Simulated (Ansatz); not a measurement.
# AlNH₂+ (quartet): wave-function methods side by side, 6-31G

How much of the correlation energy of AlNH₂+ (quartet) does each wave-function method recover here?

Method: 6-31G, core rule «outside noble gas», up to 6 orbitals frozen; program: Ansatz 0.2.0, Gaussian basis.

To be run: UHF; CCSD(T) on ROHF; CCSD(T) on UHF; BCCD(T) on ROHF; CISD; CCSDT(Q) on ROHF; CCSDT(Q) on UHF; CISDTQ; CCSDTQ on ROHF; CCSDTQ on UHF; Full CI.

10 further runs of the same task are left out: 4 for a known fault of the program, 6 set aside as unsound or not needed.

### Step 1. The system

The geometry is a PBE0/def2-TZVP stationary point (not a proven minimum) of the parent state, kept for this charge and spin.

4 atoms, charge 1, spin multiplicity 4.

Atoms are counted from 1 here; the program's logs count them from 0.

Bond lengths: Al1–N2 1.768 Å, Al1–H3 1.611 Å, N2–H4 1.009 Å. Angles: N2–Al1–H3 113.2°, Al1–N2–H4 161.1°.

### Step 2. UHF

Input file in.yaml:

```yaml
crystal:
  periodic: [false, false, false]
  atoms:
    - {symbol: Al, position_ang: [0.000000, -0.084877, 0.620504]}
    - {symbol: N, position_ang: [0.000000, 0.035620, -1.143535]}
    - {symbol: H, position_ang: [0.000000, 1.349999, 1.353786]}
    - {symbol: H, position_ang: [0.000000, 0.427096, -2.073077]}
basis:
  gaussian: {orbitals: 6-31G}
total_charge: 1
magnetization: {spin_polarized: true, initial_magnetization: 3}
hamiltonian: {xc: hf}
output: {orbitals: {seedname: orbitals}}
```

On the command line:

```sh
$ ansatz run in.yaml --threads 1 --pin off --events-out ev --progress --plain --max-ram 4096MiB --backend cpu
```

The runs that follow: CCSD(T) on ROHF; CCSD(T) on UHF; BCCD(T) on ROHF; CISD; CCSDT(Q) on ROHF; CCSDT(Q) on UHF; CISDTQ; CCSDTQ on ROHF; CCSDTQ on UHF; Full CI.

Before running them: what should the planned runs give, taken together? Wanted: FCI below the RHF energy; RMP2 from FCI; UMP2 from FCI; RCCSD from FCI; RCCSD(T) from FCI; UCCSD(T) from FCI; RCCSDT(Q) from FCI; UCCSDT(Q) from FCI; T1 diagnostic.

As calculated:

| quantity | value |
| --- | --- |
| FCI below the RHF energy | -2.8150 eV |
| RMP2 from FCI | +68.7 kJ/mol |
| UMP2 from FCI | +63.2 kJ/mol |
| RCCSD from FCI | +5.2 kJ/mol |
| RCCSD(T) from FCI | +1.7 kJ/mol |
| UCCSD(T) from FCI | +1.5 kJ/mol |
| RCCSDT(Q) from FCI | 0.0 kJ/mol |
| UCCSDT(Q) from FCI | -0.1 kJ/mol |
| levels within 1 kcal/mol (43 meV) | RCCSD(T), UCCSD(T), BCCD(T), RCCSDT, UCCSDT, CISDTQ, RCCSDT(Q), UCCSDT(Q), RCCSDTQ, UCCSDTQ |
| T1 diagnostic | 0.031 |
| effectively unpaired electrons | 3.02 |

**Reading.** RCCSD(T) lands +1.7 kJ/mol from the yardstick (0.6 % of the correlation energy). One determinant dominates. These misses are within one basis, not against nature; the frozen cores of restricted and unrestricted runs differ, which can shift their rows.
